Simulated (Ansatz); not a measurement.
# One shape, several levels: quartet OF

Aim: a comparison of 6 runs (UHF/STO-3G, U-wB97X/aug-cc-pVTZ, UBHLYP/aug-cc-pVTZ, UHSE06/aug-cc-pVTZ, RPA@PBE/aug-cc-pVTZ, UMP2/aug-cc-pVTZ) of quartet OF. 

The calculation is run with Ansatz 0.2.0.

38 further runs of the same task are left out: 38 set aside as unsound or not needed.

**1. Starting point**

OF has 2 atoms, charge 0, and is taken as a quartet. SMILES of the parent species: `[O]F`. The shape is that of a PBE0-D4/def2-TZVP optimisation. That shape belongs to the parent species and isn't relaxed for this state.

Bond lengths: O1–F2 1.330 Å.

**2. A single-point energy at UHF/STO-3G (run 1)**

Input file in.yaml:

```yaml
crystal:
  periodic: [false, false, false]
  atoms:
    - {symbol: O, position_ang: [0.000000, 0.000000, -0.015950]}
    - {symbol: F, position_ang: [-0.000000, -0.000000, 1.314400]}
basis:
  gaussian: {orbitals: STO-3G}
magnetization: {spin_polarized: true, initial_magnetization: 3}
hamiltonian: {xc: hf}
accuracy: high
output: {orbitals: {seedname: orbitals}}
```

Command:

```
ansatz run in.yaml --threads 1 --pin off --max-ram 3480MiB --events-out events.jsonl --progress --plain --runs-dir runs
```

Standard output:

```text
Warning: RAYON_NUM_THREADS=1 ignored (pool sized by the plan → 1); use --threads N
Functional definition: HF
  name "HF"
  exchange = exact_x
  correlation = 0
149 factors; integrals over basis functions are off by at most 4.5e-8 eV
mean field evaluation 1: about -4668.6140 eV, gradient 5.7e0 eV
mean field evaluation 2: about -4668.9230 eV, gradient 5.6e0 eV
mean field evaluation 4: about -4669.4518 eV, gradient 2.4e0 eV
mean field evaluation 8: about -4669.6850 eV, gradient 4.8e-4 eV
mean field -4669.68501451 eV, -171.6077590570 hartree, gradient 1.6e-8 eV, S^2 3.750000; 0 other end points of the search recorded, 0 dependent functions left out
reference -4669.68501451 eV, -171.6077590570 hartree; 10, 7 occupied and 0, 3 virtual orbitals, 149 factors
Total energy: -4669.68501451 eV, -171.6077590570 hartree
```

Wall time 0.06 s (1 thread of Arm Neoverse V1, shared host).

**3. The energy at U-wB97X/aug-cc-pVTZ (run 2)**

Input file run.yaml:

```yaml
crystal:
  periodic: [false, false, false]
  atoms:
    - symbol: O
      position_ang: [0.000000, 0.000000, -0.015950]
    - symbol: F
      position_ang: [-0.000000, -0.000000, 1.314400]
basis:
  gaussian:
    orbitals: aug-cc-pVTZ
magnetization:
  spin_polarized: true
  initial_magnetization: 3
accuracy: high
hamiltonian:
  xc: {name: wB97X}
output: {orbitals: {seedname: orbitals}}
```

Command:

```
ansatz run run.yaml --threads 1 --pin off --max-ram 3480MiB --events-out events.jsonl --progress --plain --runs-dir runs
```

Standard output, cut to the lines that bear on the results:

```text
Warning: RAYON_NUM_THREADS=1 ignored (pool sized by the plan → 1); use --threads N
Functional definition: wB97X
  name "wB97X"
[...]
      + exact_x_lr(omega)
[...]
      + integral(e_c_pw_opposite_spin*poly(b97_u_opposite, 1, cos1, cos2, cos3, cos4))
1299 factors; integrals over basis functions are off by at most 3.4e-9 eV
221 factors; integrals over basis functions are off by at most 2.5e-9 eV
[...]
mean field -4755.14918715 eV, -174.7485094719 hartree, gradient 8.1e-8 eV, S^2 3.762117; 0 other end points of the search recorded, 0 dependent functions left out
reference -4755.14918624 eV, -174.7485094386 hartree; 10, 7 occupied and 82, 85 virtual orbitals, 1299 factors
Total energy: -4755.14918624 eV, -174.7485094386 hartree
```

Run time: 13 s. Hardware: 1 thread of Arm Neoverse V1, shared host; peak memory 0.34 GiB.

Runs 3 to 4 aren't shown in full; the table further down has their settings and results.

**4. The energy at RPA@PBE/aug-cc-pVTZ (run 5)**

Input file job.yaml:

```yaml
crystal:
  periodic: [false, false, false]
  atoms:
    - {symbol: O, position_ang: [0.000000, 0.000000, -0.015950]}
    - {symbol: F, position_ang: [-0.000000, -0.000000, 1.314400]}
basis:
  gaussian: {orbitals: aug-cc-pVTZ}
magnetization: {spin_polarized: true, initial_magnetization: 3}
hamiltonian: {xc: pbe}
correlation: {method: rpa, frozen_orbitals: {F: 1, O: 1}}
accuracy: high
```

Command:

```
ansatz run job.yaml --threads 1 --pin off --max-ram 3480MiB --events-out events.jsonl --progress --plain --runs-dir runs
```

Standard output:

```text
Warning: RAYON_NUM_THREADS=1 ignored (pool sized by the plan → 1); use --threads N
Functional definition: PBE
  name "PBE"
  parameter kappa = 0.804
  parameter beta = 0.06672455060314922
  exchange = pbe_x(kappa = kappa, mu = beta*pi^2/3)
  correlation = pbe_c(beta = beta)
1299 factors; integrals over basis functions are off by at most 3.4e-9 eV
mean field evaluation 1: about -4750.9483 eV, gradient 1.7e1 eV
mean field evaluation 2: about -4750.9524 eV, gradient 1.7e1 eV
mean field evaluation 4: about -4751.8861 eV, gradient 7.8e0 eV
mean field evaluation 8: about -4752.0439 eV, gradient 1.2e-1 eV
mean field evaluation 16: about -4752.0439 eV, gradient 9.0e-7 eV
mean field -4752.04392872 eV, -174.6343933295 hartree, gradient 7.1e-9 eV, S^2 3.755508; 0 other end points of the search recorded, 0 dependent functions left out
2 core orbitals not correlated: weight in the atoms' cores, before any rotation towards them, 1.000 or more for the frozen orbitals, at most 0.000 for the correlated occupied ones
reference -4735.07174531 eV, -174.0106770931 hartree; 8, 5 occupied and 82, 85 virtual orbitals, 1299 factors
Total energy: -4754.78505468 eV, -174.7351278504 hartree
```

It took 4.5 s on 1 thread of Arm Neoverse V1, shared host; peak memory 0.23 GiB.

**5. The energy at UMP2/aug-cc-pVTZ (run 6)**

Input file in.yaml:

```yaml
basis:
  gaussian:
    orbitals: aug-cc-pVTZ
crystal:
  periodic: [false, false, false]
  atoms:
    - {symbol: O, position_ang: [0.000000, 0.000000, -0.015950]}
    - {symbol: F, position_ang: [-0.000000, -0.000000, 1.314400]}
magnetization:
  spin_polarized: true
  initial_magnetization: 3
correlation:
  method: mp2
  frozen_orbitals: {F: 1, O: 1}
accuracy: high
```

Command:

```
ansatz run in.yaml --threads 1 --pin off --max-ram 3480MiB --events-out events.jsonl --progress --plain --runs-dir runs
```

Standard output:

```text
Warning: RAYON_NUM_THREADS=1 ignored (pool sized by the plan → 1); use --threads N
[... 4 set-up lines as earlier in the session ...]
1299 factors; integrals over basis functions are off by at most 3.4e-9 eV
mean field evaluation 1: about -4735.2494 eV, gradient 1.2e1 eV
mean field evaluation 2: about -4735.2505 eV, gradient 1.2e1 eV
mean field evaluation 4: about -4736.4087 eV, gradient 2.8e0 eV
mean field evaluation 8: about -4736.5665 eV, gradient 1.7e-1 eV
mean field evaluation 16: about -4736.5671 eV, gradient 1.1e-8 eV
mean field -4736.56708834 eV, -174.0656299361 hartree, gradient 1.1e-8 eV, S^2 3.779952; 0 other end points of the search recorded, 0 dependent functions left out
2 core orbitals not correlated: weight in the atoms' cores, before any rotation towards them, 1.000 or more for the frozen orbitals, at most 0.000 for the correlated occupied ones
reference -4736.56708834 eV, -174.0656299361 hartree; 8, 5 occupied and 82, 85 virtual orbitals, 1299 factors
second order -11.56169254 eV of doubles, -0.00000000 eV of singles
Total energy: -4748.12878088 eV, -174.4905143001 hartree
```

Run time: 1.8 s. Hardware: 1 thread of Arm Neoverse V1, shared host; peak memory 0.17 GiB.

**6. Overview of the runs**

| run | level | frozen core orbitals | energy (Eh) | HOMO energy (eV) | ⟨S²⟩ | wall time |
| --- | --- | --- | --- | --- | --- | --- |
| 1 | UHF/STO-3G | – | -171.607759 | -4.63 | 3.750 | 0.06 s |
| 2 | U-wB97X/aug-cc-pVTZ | – | -174.748509 | -7.29 | 3.762 | 13 s |
| 3 | UBHLYP/aug-cc-pVTZ | – | -174.718956 | -7.11 | 3.768 | 3.9 s |
| 4 | UHSE06/aug-cc-pVTZ | – | -174.614564 | -4.45 | 3.761 | 4.5 s |
| 5 | RPA@PBE/aug-cc-pVTZ | 2 | -174.735128 | – | 3.756 | 4.5 s |
| 6 | UMP2/aug-cc-pVTZ | 2 | -174.490514 | – | 3.780 | 1.8 s |

**7. Summary of results**

| quantity | value |
| --- | --- |
| run 6: total energy | -174.49051 Eh |
| run 6: correlation energy (2 core orbitals frozen) | -424.9 mEh |
| run 6: ⟨S²⟩ of the reference determinant | 3.780 |

In words: Totals of different functionals can't be ranked against each other. In run 1 the basis is minimal, so the values are rough. All runs together took 28 s, the longest 13 s.
